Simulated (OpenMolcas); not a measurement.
# [NO3]− (nitrate) at KT3/ANO-XS-VDZP (DKH2)

What is the energy change on altering one bond length of [NO3]− (nitrate) at KT3/ANO-XS-VDZP (DKH2)? 

The results are computed with OpenMolcas 26.06.

### 1 The molecule

[NO3]− has 4 atoms, charge -1, and is taken as a singlet. SMILES: `O=[N+]([O-])[O-]`. The coordinates come from a PBE0-D4/def2-TZVPD relaxation.

Bond lengths: O1–N2 1.247 Å, N2–O3 1.247 Å, N2–O4 1.247 Å. Angles: O1–N2–O3 120.0°, O1–N2–O4 120.0°, O3–N2–O4 120.0°.

### 2 The energy at KT3/ANO-XS-VDZP (DKH2)

geom.xyz reads:

```xyz
4

O      0.296520     0.524040     1.091530
N      0.000000     0.000000     0.000000
O      0.470440    -1.113360    -0.305120
O     -0.766950     0.589330    -0.786420
```

job.inp reads:

```
&GATEWAY
 Coord = geom.xyz
 Basis = ANO-XS-VDZP
 Group = NoSym

&SEWARD
 Relativistic = R02E00

&SCF
 Charge = -1
 KSDFT = KT3
 PrOrbitals = 1 1
```

Launch:

```console
$ export MOLCAS_MEM=1860
$ pymolcas job.inp > job.log
```

The program printed:

```text
--- Start Module: gateway ---
[...]
--- Stop Module: gateway /rc=_RC_ALL_IS_WELL_ ---
--- Start Module: seward ---
[...]
      Basis functions           56
--- Stop Module: seward /rc=_RC_ALL_IS_WELL_ ---
--- Start Module: scf ---
[...]
       Convergence after  16 Iterations
[...]
::    Total KS-DFT energy                            -284.2576126261
[...]
      Total spin, S                                     0.0000000000
[...]
      Total electronic charge=   32.000000
      Total            charge=   -1.000000
[...]
      Dipole Moment (debye):
      Origin of the operator (angstrom)=    0.0000    0.0000   -0.0000
                   X= -1.1530E-05               Y=  5.7918E-06               Z=  1.5766E-05           Total=  2.0373E-05
      Center of Charge (angstrom)
[...]
--- Stop Module: scf /rc=_RC_ALL_IS_WELL_ ---
[...]
```

It took 4.5 s on 1 thread of Arm Neoverse V2, shared host; peak memory 0.39 GiB.

### 3 The distorted shape

geom.xyz reads:

```xyz
4

O      0.488237     0.376723     1.288114
N      0.191717    -0.147317     0.196584
O      0.662157    -1.260677    -0.108536
O     -0.766950     0.589330    -0.786420
```

job.input reads:

```
&GATEWAY
  Coord=geom.xyz
  Basis=ANO-XS-VDZP
  Group=NoSym

&SEWARD
  Relativistic=R02E00

&SCF
  Charge=-1
  KSDFT=KT3
  PrOrbitals=1 1
```

Launch:

```console
$ export MOLCAS_MEM=1860
$ pymolcas job.input > job.log
```

The program printed:

```text
--- Start Module: gateway ---
[...]
--- Stop Module: gateway /rc=_RC_ALL_IS_WELL_ ---
--- Start Module: seward ---
[...]
      Basis functions           56
--- Stop Module: seward /rc=_RC_ALL_IS_WELL_ ---
--- Start Module: scf ---
[...]
       Convergence after  22 Iterations
[...]
::    Total KS-DFT energy                            -284.2202406853
[...]
      Total spin, S                                     0.0000000000
[...]
      Total electronic charge=   32.000000
      Total            charge=   -1.000000
[...]
      Dipole Moment (debye):
      Origin of the operator (angstrom)=    0.1423   -0.1093    0.1459
                   X=  8.4398E-01               Y= -6.4852E-01               Z=  8.6541E-01           Total=  1.3718E+00
      Center of Charge (angstrom)
[...]
--- Stop Module: scf /rc=_RC_ALL_IS_WELL_ ---
[...]
```

Wall time 5.1 s (1 thread of Arm Neoverse V2, shared host); peak memory 0.39 GiB.

### 4 What came out

At KT3/ANO-XS-VDZP (DKH2):

| quantity | value |
| --- | --- |
| first shape: total energy | -284.25761 Eh |
| first shape: HOMO energy | 1.65 eV |
| first shape: LUMO energy | 5.64 eV |
| first shape: HOMO–LUMO gap (to an unbound level, set by the basis) | 3.99 eV |
| distorted shape: total energy | -284.22024 Eh |
| distorted shape: HOMO energy | 1.51 eV |
| distorted shape: LUMO energy | 4.47 eV |
| distorted shape: HOMO–LUMO gap (to an unbound level, set by the basis) | 2.96 eV |
| energy change with the N2–O4 bond stretched from 1.247 to 1.558 Å | 1.017 eV |

With the N2–O4 bond stretched from 1.247 to 1.558 Å the energy rises by 1.02 eV (23 kcal/mol). The first shape isn't relaxed at this level, so the change isn't measured from a minimum. Mulliken charges (first shape) run from -0.44 on O1 to +0.32 on N2; they depend strongly on the basis. The HOMO (first shape) lies at positive energy, 1.65 eV, as semi-local functionals often give for anions; only total energies tell whether the electron is bound. Mulliken charges (distorted shape) run from -0.53 on O4 to +0.27 on N2; they depend strongly on the basis. The HOMO (distorted shape) lies at positive energy, 1.51 eV, as semi-local functionals often give for anions; only total energies tell whether the electron is bound.
